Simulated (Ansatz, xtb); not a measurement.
## Relaxing a trial structure of AlH6Si2

The starting geometry of this gas-phase doublet has its atoms placed at random.

```xyz
9

Al    0.6014    1.6921   -1.4897
Si   -0.1603   -1.3056    0.0113
Si    1.2348    0.4933    0.1751
H    -0.6172   -0.1736   -0.7291
H     0.7728    0.4364    1.8884
H     1.4497   -1.5243   -1.2112
H     0.5981    1.7097    1.3369
H    -1.7859   -1.5394   -0.4219
H    -0.8444    1.8678   -0.8126
```

Question: One run relaxed it with r2SCAN-D4/def2-SVP. What is a likely outcome?

Answer: It ends as a structure given below by its coordinates. Distances that change by over a tenth: Al1–Si3 (2.15 → 2.43 Å), Si2–H8 (1.70 → 1.49 Å). Contacts that close: Si2–H6 (2.03 → 1.49 Å), Si3–H5 (1.78 → 1.49 Å), Si3–H7 (1.80 → 1.49 Å).

The energy falls by 7.92 eV over 18 steps:

| step | E − E(last) (eV) |
| --- | --- |
| 1 | 7.916 |
| 3 | 3.930 |
| 5 | 1.698 |
| 7 | 0.915 |
| 9 | 0.485 |
| 10 | 0.324 |
| 12 | 0.074 |
| 14 | 0.020 |
| 16 | 0.001 |
| 18 | 0.000 |

Final geometry (Å):

```xyz
9

Al    0.5245    1.7033   -1.2286
Si   -0.1052   -0.9321   -0.3822
Si    0.7293    0.7617    1.0061
H    -0.0849   -0.1498   -1.7374
H     2.0608    0.3542    1.5440
H     0.7770   -2.0901   -0.7121
H    -0.2320    1.0341    2.1182
H    -1.5282   -1.3573   -0.2359
H    -0.8924    2.3323   -1.6251
```

From the same start GFN2-xTB reaches the same bonding as this run.

From so rough a start the end depends on the optimiser's path, so another program may land elsewhere. The end wasn't checked by frequencies. Open shells are spin-unrestricted. Run with Ansatz 0.2.0, 90 s on 2 threads of Intel(R) Xeon(R) Platinum 8259CL CPU @ 2.50GHz (Skylake/Cascade Lake), with other jobs on the host.
